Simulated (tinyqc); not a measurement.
Orbital energy against energy difference: ionisation energy by orbital energies and by energy differences in the 6-31g basis, for H2O, spin multiplicity 1. Computed by the program tinyqc with PySCF. Command: `OMP_NUM_THREADS=1 python tinyqc.py 111539 111540 out.jsonl`; one thread of a shared host (Intel(R) Xeon(R) Processor @ 2.60GHz), about 7 s.

Geometry (angstrom):

| atom | x | y | z |
|---|---|---|---|
| O | 0.0000 | 0.0000 | 0.0000 |
| H | 0.0000 | 0.7590 | 0.5590 |
| H | 0.0000 | -0.7590 | 0.5590 |

CCSD(T) difference in the same basis = 11.9077 eV

IP-EOM-CCSD = 11.6721 eV

The cation is unrestricted; errors are against CCSD(T) in this basis, not against experiment.

First vertical ionisation energy (eV):

| method | -e(HOMO) | E(cation) - E | error of -e(HOMO) | error of the difference |
|---|---|---|---|---|
| HF | 13.6301 | 11.008770 | 1.7224 | -0.8989 |
| LDA | 6.2741 | 12.743905 | -5.6336 | 0.8362 |
| PBE | 6.1993 | 12.428213 | -5.7084 | 0.5205 |
| B3LYP | 7.9523 | 12.484585 | -3.9553 | 0.5769 |
| PBE0 | 8.3180 | 12.370259 | -3.5896 | 0.4626 |
| CAM-B3LYP | 9.8442 | 12.474167 | -2.0635 | 0.5665 |
| LC-wPBE | 11.2853 | 12.511726 | -0.6224 | 0.6040 |

Koopmans errs by +1.72 eV and Delta-HF by -0.90 eV: relaxation, 2.62 eV, lowers the value and the missing correlation difference works against it. The PBE level is off by -5.7 eV through the wrong tail of its potential, though its energy difference is off by +0.52 eV; exact exchange deepens the level, and among the orbital energies LC-wPBE comes closest; among the differences PBE0 does.
